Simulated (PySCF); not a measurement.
## Working out the ionisation energy of Cl

Cl [Ne] 3s2 3p5 (2P) → Cl⁺ [Ne] 3s2 3p4 (3P). All numbers are calculated (PySCF 2.14, scalar relativity by spin-free X2C-1e, in dyall-av3z). Frozen: [Ne]; the 26 highest virtual orbitals dropped. Energies in hartree (1 hartree = 27.21139 eV):

| part | Cl (lower) | Cl⁺ (upper) |
| --- | --- | --- |
| UHF | -460.903103 | -460.471396 |
| CCSD correlation | -0.186182 | -0.150917 |
| (T) | -0.006228 | -0.004418 |

Task: What does Hartree-Fock give?

Result: (-460.471396) − (-460.903103) = 0.431707 hartree = 11.747 eV.

Task: What do CCSD and CCSD(T) give?

Result: The CCSD correlation energies differ by 0.035265 hartree = 0.960 eV and the triples by 0.001810 hartree = 0.049 eV, so CCSD gives 12.707 eV and CCSD(T) 12.756 eV.

Measured between the centres of the two terms (NIST): 12.974 eV, so CCSD(T) (valence) is off by -0.218 eV.

What remains against the reference includes basis incompleteness, the frozen core and higher excitations.
